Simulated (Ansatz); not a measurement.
The same path of CH2NaS (5 atoms, charge 0, multiplicity 2) was run 3 times with different band settings. The coordinate that changes most is the dihedral H4–C1–S2–Na3.

Method: UKS r2SCANh-D4/6-31G* in Ansatz 0.2.0.

Relaxed end points:

```xyz
5
Properties=species:S:1:pos:R:3
C -0.404 0.130 -0.228
S 0.685 1.126 0.691
Na 1.462 -1.269 0.645
H -0.383 0.176 -1.317
H -1.360 -0.163 0.208
```

```xyz
5
Properties=species:S:1:pos:R:3
C -0.405 0.129 -0.228
S 0.681 1.121 0.698
Na 1.474 -1.269 0.641
H -1.361 -0.169 0.206
H -0.389 0.188 -1.317
```

Common settings: climbing image yes; spring 5.0 eV/Å²; optimiser quadratic models (default); start path IDPP; force threshold 0.05 eV/Å; end points relaxed.

| run | movable images | iteration limit |
| --- | --- | --- |
| 1 | 5 | 33 |
| 2 | 5 | 10 |
| 3 | 1 | 60 |

Task: What does each run give, and how far can it be trusted?

Result: Run 1: converged after 5 iterations, highest image 0.261 eV above the first end. A vibrational analysis at the climbing image gives one clearly imaginary mode, 342i cm⁻¹: a first-order saddle point.
Run 2: converged after 5 iterations, highest image 0.261 eV above the first end. Another band between the same ends (5 images) ends at a top of the same energy, where a vibrational analysis finds 1 clearly imaginary mode.
Run 3: converged after 4 iterations, highest image 0.261 eV above the first end. The dihedral H4–C1–S2–Na3 jumps by 104° between images 0 and 1, so the path isn't resolved there. Another band between the same ends (5 images) ends at a top of the same energy, where a vibrational analysis finds 1 clearly imaginary mode. So few images can step over the top or miss a turn of the path.
